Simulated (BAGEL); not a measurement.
**C2H4Cl2 (1,2-dichloroethane) at 3 levels**

We compute a comparison of 3 runs (HF/STO-3G, HF/3-21G, HF/6-31G*) of C2H4Cl2 (1,2-dichloroethane). 

The calculation is run with BAGEL 1.2.2.

1 further run of the same task is left out (set aside as unsound or not needed).

## (1) Starting point

The species is C2H4Cl2 (8 atoms), meant as a singlet with charge 0. As SMILES, `ClCCCl`. The C2–C3 distance was set to 2.707 Å, away from the relaxed value. At this shape a bond of the SMILES string is far longer than usual.

Bond lengths: Cl1–C2 1.776 Å, C3–Cl4 1.776 Å, C2–H5 1.091 Å, C2–H6 1.089 Å, C3–H7 1.091 Å, C3–H8 1.089 Å. Angles: Cl1–C2–H5 107.0°, Cl1–C2–H6 107.4°, Cl4–C3–H7 107.0°, Cl4–C3–H8 107.4°, H5–C2–H6 109.3°, H7–C3–H8 109.3°.

## (2) The energy at HF/STO-3G (density fitting with cc-pvqz-jkfit) (run 1)

hf.json

```json
{ "bagel": [

{
  "title": "molecule",
  "basis": "sto-3g",
  "df_basis": "cc-pvqz-jkfit",
  "angstrom": true,
  "geometry": [
    { "atom": "Cl", "xyz": [   -2.915943,    0.893628,   -0.110659 ] },
    { "atom": "C", "xyz": [   -1.335333,    1.309008,    0.584591 ] },
    { "atom": "C", "xyz": [    0.627600,   -0.371560,   -0.222240 ] },
    { "atom": "Cl", "xyz": [    0.432340,   -2.010930,    0.432390 ] },
    { "atom": "H", "xyz": [   -1.098583,    2.322598,    0.256671 ] },
    { "atom": "H", "xyz": [   -1.442753,    1.298018,    1.668331 ] },
    { "atom": "H", "xyz": [    1.589520,    0.001780,    0.133100 ] },
    { "atom": "H", "xyz": [    0.653500,   -0.454880,   -1.307840 ] }
  ]
},
{
  "title": "hf"
},
{
  "title": "print",
  "file": "orbitals.molden",
  "orbitals": true
}

]}
```

Command:

```console
$ BAGEL_NUM_THREADS=1 BAGEL hf.json > hf.out
```

Output:

```text
* using 1 threads per process

  ===============================================================
  ===============================================================

  *** Geometry ***

  { "atom" : "Cl", "xyz" : [     -5.510334,      1.688712,     -0.209115 ] },
  { "atom" : "C", "xyz" : [     -2.523414,      2.473667,      1.104717 ] },
  { "atom" : "C", "xyz" : [      1.185992,     -0.702147,     -0.419973 ] },
  { "atom" : "Cl", "xyz" : [      0.817004,     -3.800107,      0.817099 ] },
  { "atom" : "H", "xyz" : [     -2.076021,      4.389074,      0.485038 ] },
  { "atom" : "H", "xyz" : [     -2.726408,      2.452899,      3.152689 ] },
  { "atom" : "H", "xyz" : [      3.003757,      0.003364,      0.251523 ] },
  { "atom" : "H", "xyz" : [      1.234936,     -0.859599,     -2.471459 ] },

  Number of auxiliary basis functions:      712

  Since a DF basis is specified, we compute 2- and 3-index integrals:
    o Being stored without compression. Storage requirement is 0.006 GB

  Number of basis functions:       32
  Number of electrons      :       50

    * METHOD: MOLECULE                             0.44

  *** RHF ***

  === Nuclear Repulsion ===
   171.2387522506

      * DIIS with orbital gradients will be used.

  === RHF iteration (sto-3g) ===
      0       -985.95815386          0.01341050           0.04
      1       -986.03043855          0.00478249           0.04
      2       -986.03822727          0.00110384           0.04
      3       -986.03901600          0.00019029           0.04
      4       -986.03905315          0.00004607           0.04
      5       -986.03905533          0.00000619           0.04
      6       -986.03905536          0.00000164           0.04
      7       -986.03905536          0.00000119           0.04
      8       -986.03905537          0.00000027           0.04
      9       -986.03905537          0.00000006           0.04
     10       -986.03905537          0.00000002           0.04
     11       -986.03905537          0.00000001           0.04
    * SCF iteration converged.

    * Permanent dipole moment:
           (   -0.796590,    -0.921634,    -0.018221) a.u.

    * METHOD: HF                                   0.58

    * METHOD: PRINT                                0.00

  ===============================================================
```

Run time: 1.1 s. Hardware: 1 thread of Arm Neoverse V1, shared host; peak memory 0.081 GiB.

## (3) The energy at HF/3-21G (density fitting with cc-pvqz-jkfit) (run 2)

input.json

```json
{ "bagel": [

{
  "title": "molecule",
  "basis": "3-21g",
  "df_basis": "cc-pvqz-jkfit",
  "angstrom": true,
  "geometry": [
    { "atom": "Cl", "xyz": [      -2.915943,       0.893628,      -0.110659 ] },
    { "atom": "C", "xyz": [      -1.335333,       1.309008,       0.584591 ] },
    { "atom": "C", "xyz": [       0.627600,      -0.371560,      -0.222240 ] },
    { "atom": "Cl", "xyz": [       0.432340,      -2.010930,       0.432390 ] },
    { "atom": "H", "xyz": [      -1.098583,       2.322598,       0.256671 ] },
    { "atom": "H", "xyz": [      -1.442753,       1.298018,       1.668331 ] },
    { "atom": "H", "xyz": [       1.589520,       0.001780,       0.133100 ] },
    { "atom": "H", "xyz": [       0.653500,      -0.454880,      -1.307840 ] }
  ]
},

{
  "title": "hf"
},

{
  "title": "print",
  "file": "orbitals.molden",
  "orbitals": true
}

]}
```

Command:

```console
$ BAGEL_NUM_THREADS=1 BAGEL input.json > input.out
```

Output:

```text
* using 1 threads per process

  ===============================================================
  ===============================================================

  *** Geometry ***

  { "atom" : "Cl", "xyz" : [     -5.510334,      1.688712,     -0.209115 ] },
  { "atom" : "C", "xyz" : [     -2.523414,      2.473667,      1.104717 ] },
  { "atom" : "C", "xyz" : [      1.185992,     -0.702147,     -0.419973 ] },
  { "atom" : "Cl", "xyz" : [      0.817004,     -3.800107,      0.817099 ] },
  { "atom" : "H", "xyz" : [     -2.076021,      4.389074,      0.485038 ] },
  { "atom" : "H", "xyz" : [     -2.726408,      2.452899,      3.152689 ] },
  { "atom" : "H", "xyz" : [      3.003757,      0.003364,      0.251523 ] },
  { "atom" : "H", "xyz" : [      1.234936,     -0.859599,     -2.471459 ] },

  Number of auxiliary basis functions:      712

  Since a DF basis is specified, we compute 2- and 3-index integrals:
    o Being stored without compression. Storage requirement is 0.015 GB

  Number of basis functions:       52
  Number of electrons      :       50

    * METHOD: MOLECULE                             0.45

  *** RHF ***

  === Nuclear Repulsion ===
   171.2387522506

      * DIIS with orbital gradients will be used.

  === RHF iteration (3-21g) ===
      0       -991.97225675          0.01103603           0.07
      1       -992.01779245          0.00429413           0.07
      2       -992.02386341          0.00171610           0.07
      3       -992.02513141          0.00035068           0.07
      4       -992.02525277          0.00008652           0.07
      5       -992.02526126          0.00002480           0.07
      6       -992.02526179          0.00000571           0.07
      7       -992.02526182          0.00000102           0.07
      8       -992.02526182          0.00000037           0.07
      9       -992.02526182          0.00000016           0.07
     10       -992.02526182          0.00000004           0.07
     11       -992.02526182          0.00000001           0.07
     12       -992.02526182          0.00000001           0.07
    * SCF iteration converged.

    * Permanent dipole moment:
           (   -0.832614,    -0.963303,    -0.019044) a.u.

    * METHOD: HF                                   1.03

    * METHOD: PRINT                                0.01

  ===============================================================
```

It took 1.6 s on 1 thread of Arm Neoverse V1, shared host; peak memory 0.1 GiB.

## (4) The energy at HF/6-31G(d) (density fitting with cc-pvqz-jkfit, spherical functions) (run 3)

calc.json

```json
{ "bagel": [

{
  "title": "molecule",
  "basis": "6-31gs.json",
  "df_basis": "cc-pvqz-jkfit",
  "angstrom": true,
  "geometry": [
    { "atom": "Cl", "xyz": [   -2.915943,    0.893628,   -0.110659 ] },
    { "atom": "C", "xyz": [   -1.335333,    1.309008,    0.584591 ] },
    { "atom": "C", "xyz": [    0.627600,   -0.371560,   -0.222240 ] },
    { "atom": "Cl", "xyz": [    0.432340,   -2.010930,    0.432390 ] },
    { "atom": "H", "xyz": [   -1.098583,    2.322598,    0.256671 ] },
    { "atom": "H", "xyz": [   -1.442753,    1.298018,    1.668331 ] },
    { "atom": "H", "xyz": [    1.589520,    0.001780,    0.133100 ] },
    { "atom": "H", "xyz": [    0.653500,   -0.454880,   -1.307840 ] }
  ]
},
{ "title": "hf" },
{ "title": "print", "file": "orbitals.molden", "orbitals": true }

]}
```

The basis set 6-31G* is read from a file made from the Basis Set Exchange's data (not shown).

Command:

```console
$ BAGEL_NUM_THREADS=1 BAGEL calc.json > calc.out
```

Output:

```text
* using 1 threads per process

  ===============================================================
  ===============================================================

  *** Geometry ***

  { "atom" : "Cl", "xyz" : [     -5.510334,      1.688712,     -0.209115 ] },
  { "atom" : "C", "xyz" : [     -2.523414,      2.473667,      1.104717 ] },
  { "atom" : "C", "xyz" : [      1.185992,     -0.702147,     -0.419973 ] },
  { "atom" : "Cl", "xyz" : [      0.817004,     -3.800107,      0.817099 ] },
  { "atom" : "H", "xyz" : [     -2.076021,      4.389074,      0.485038 ] },
  { "atom" : "H", "xyz" : [     -2.726408,      2.452899,      3.152689 ] },
  { "atom" : "H", "xyz" : [      3.003757,      0.003364,      0.251523 ] },
  { "atom" : "H", "xyz" : [      1.234936,     -0.859599,     -2.471459 ] },

  Number of auxiliary basis functions:      712

  Since a DF basis is specified, we compute 2- and 3-index integrals:
    o Being stored without compression. Storage requirement is 0.030 GB

  Number of basis functions:       72
  Number of electrons      :       50

    * METHOD: MOLECULE                             0.54

  *** RHF ***

  === Nuclear Repulsion ===
   171.2387522506

      * DIIS with orbital gradients will be used.

  === RHF iteration (6-31gs.json) ===
      0       -996.77784080          0.00934671           0.11
      1       -996.83009369          0.00303707           0.10
      2       -996.83617905          0.00148172           0.10
      3       -996.83771865          0.00031446           0.10
      4       -996.83787514          0.00011550           0.10
      5       -996.83790037          0.00002731           0.10
      6       -996.83790149          0.00000612           0.10
      7       -996.83790154          0.00000171           0.10
      8       -996.83790155          0.00000038           0.10
      9       -996.83790155          0.00000013           0.10
     10       -996.83790155          0.00000005           0.10
     11       -996.83790155          0.00000002           0.10
     12       -996.83790155          0.00000001           0.10
    * SCF iteration converged.

    * Permanent dipole moment:
           (   -0.705055,    -0.815705,    -0.016126) a.u.

    * METHOD: HF                                   1.49

    * METHOD: PRINT                                0.01

  ===============================================================
```

It took 2.2 s on 1 thread of Arm Neoverse V1, shared host; peak memory 0.13 GiB.

## (5) All runs side by side

| run | level | energy (Eh) | dipole moment (D) | HOMO energy (eV) | LUMO energy (eV) | wall time |
| --- | --- | --- | --- | --- | --- | --- |
| 1 | HF/STO-3G (density fitting with cc-pvqz-jkfit) | -986.039055 | 3.10 | -7.02 | 1.97 | 1.1 s |
| 2 | HF/3-21G (density fitting with cc-pvqz-jkfit) | -992.025262 | 3.24 | -8.93 | 0.45 | 1.6 s |
| 3 | HF/6-31G* (density fitting with cc-pvqz-jkfit, spherical functions) | -996.837902 | 2.74 | -8.77 | 0.51 | 2.2 s |

## (6) Results

```
            quantity          value
 run 3: total energy  -996.83790 Eh
run 3: dipole moment         2.74 D
  run 3: HOMO energy       -8.77 eV
  run 3: LUMO energy        0.51 eV
run 3: HOMO–LUMO gap        9.28 eV
```

The dipole moment (its size) runs from 2.74 D (HF/6-31G*) to 3.24 D (HF/3-21G). The HOMO–LUMO gap runs from 9.00 eV (HF/STO-3G) to 9.38 eV (HF/3-21G). In run 1 the basis is minimal, so the values are rough. In runs 1, 2, 3 a closed-shell determinant meets a far-stretched bond, which it describes badly. All runs together took 4.9 s, the longest 2.2 s.
